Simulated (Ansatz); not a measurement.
# Ga₃Ni₂: computed properties

The calculation used Ansatz 0.2.0, DFT r2SCAN, scalar-relativistic, plane waves, PAW.

Settings: cutoff 500 eV, Γ-centred mesh 12×12×8 on the computed 5-atom cell, Gaussian smearing of 0.10 eV; no spin polarisation.

The structure is relaxed at this level of theory with its symmetry kept. Whether it is the stable form of this composition wasn't checked.

```
CELL_PARAMETERS angstrom
4.01834 0.00000 0.00000
-2.00917 3.47998 0.00000
0.00000 0.00000 4.85569
ATOMIC_POSITIONS crystal
Ga 0.00000 0.00000 0.00000
Ga 0.33333 0.66667 0.64058
Ga 0.66667 0.33333 0.35942
Ni 0.33333 0.66667 0.14200
Ni 0.66667 0.33333 0.85800
```

| Quantity | Value |
| --- | --- |
| Space group | P-3m1 (No. 164) |
| Volume per atom | 13.58 Å³ |
| Formation energy from the elements' standard states (uncorrected) | -0.428 eV/atom |
| Generalised Kohn–Sham band gap | none (metal) |
| Density of states at the Fermi level | 1.32 states/eV per cell |
| Löwdin character within 0.5 eV of the Fermi level | Ni 3d 47 %, Ga 4p 40 %, Ga 4s 7 % |
| Bulk modulus | 143 GPa |
| Its pressure derivative | 4.9 |
| Bader charges (e) | Ga (1 in the cell) 0.35, Ga (2 in the cell) 0.30, Ni (2 in the cell) -0.47 |

A ferromagnetic start lost its moments in a first run, so spin was left out; other magnetic orders weren't tried.

Cost: 6 runs of about 21 core-minutes in all, on Arm Neoverse V2 (shared hosts).